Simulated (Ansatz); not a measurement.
**C₂H₅NS: small, medium and large basis sets**

How large a basis does C₂H₅NS need? Two functionals are run in growing sets.

The runs use Ansatz 0.2.0, Gaussian basis; one geometry, several basis sets.

Levels to be run: PBE0-D4/def2-SVP; ωB97M-V/def2-SVP; PBE0-D4/def2-QZVPP; ωB97M-V/def2-QZVPP; the functionals' def2-TZVPP values are taken from earlier runs.

## (1) Structure used throughout

The geometry comes from an earlier relaxation with PBE0-D4 in a triple-zeta def2 set; it is a stationary point, not always the lowest conformer.

SMILES `C/N=C/S`, 9 atoms, charge 0, spin multiplicity 1.

Atoms are counted from 1 here; the program's logs count them from 0.

Bond lengths: C1–N2 1.438 Å, C1–H5 1.100 Å, C1–H6 1.093 Å, C1–H7 1.093 Å, N2–C3 1.255 Å, C3–S4 1.754 Å, C3–H8 1.099 Å, S4–H9 1.341 Å. Angles: N2–C1–H5 113.6°, N2–C1–H6 109.3°, N2–C1–H7 109.3°, H5–C1–H6 108.8°, H5–C1–H7 108.8°, H6–C1–H7 106.9°, C1–N2–C3 118.0°, N2–C3–S4 120.4°, N2–C3–H8 124.1°, S4–C3–H8 115.5°, C3–S4–H9 95.5°.

## (2) PBE0-D4 in def2-SVP

File in.yaml:

```yaml
crystal:
  periodic: [false, false, false]
  atoms:
    - {symbol: C, position_ang: [-0.059185, 1.460333, 0.196119]}
    - {symbol: N, position_ang: [0.415399, 0.174874, 0.632766]}
    - {symbol: C, position_ang: [0.096250, -0.832291, -0.043687]}
    - {symbol: S, position_ang: [0.641127, -2.429935, 0.432607]}
    - {symbol: H, position_ang: [-0.672164, 1.417123, -0.716073]}
    - {symbol: H, position_ang: [-0.648895, 1.917841, 0.995157]}
    - {symbol: H, position_ang: [0.795259, 2.118152, 0.015200]}
    - {symbol: H, position_ang: [-0.523672, -0.794985, -0.949792]}
    - {symbol: H, position_ang: [0.044381, -3.077512, -0.579397]}
basis:
  gaussian: {orbitals: def2-SVP}
hamiltonian: {xc: pbe0, dispersion: d4}
output: {orbitals: {seedname: orbitals}}
```

On the command line:

```console
ansatz run in.yaml --threads 2 --pin off --events-out ev --progress --plain --max-ram 4352MiB
```

The runs that follow: ωB97M-V in def2-SVP; PBE0-D4 in def2-QZVPP; ωB97M-V in def2-QZVPP.

Before running them: what should the planned runs give, taken together? Wanted: PBE0-D4: double and triple zeta above quadruple; ωB97M-V: double and triple zeta above quadruple.

As calculated:

```
                                       quantity          value
PBE0-D4: double and triple zeta above quadruple  8.43, 0.54 eV
ωB97M-V: double and triple zeta above quadruple  8.59, 0.52 eV
```

What this shows: For PBE0-D4 the step from double to triple zeta gains 7.89 eV and the next only 0.54 eV. These are total energies; as a rule much of such shifts cancels in differences, which this series doesn't test. The LUMO of ωB97M-V is positive and keeps falling with the basis (2.40 to 1.62 eV): an unbound level that the basis holds in place.
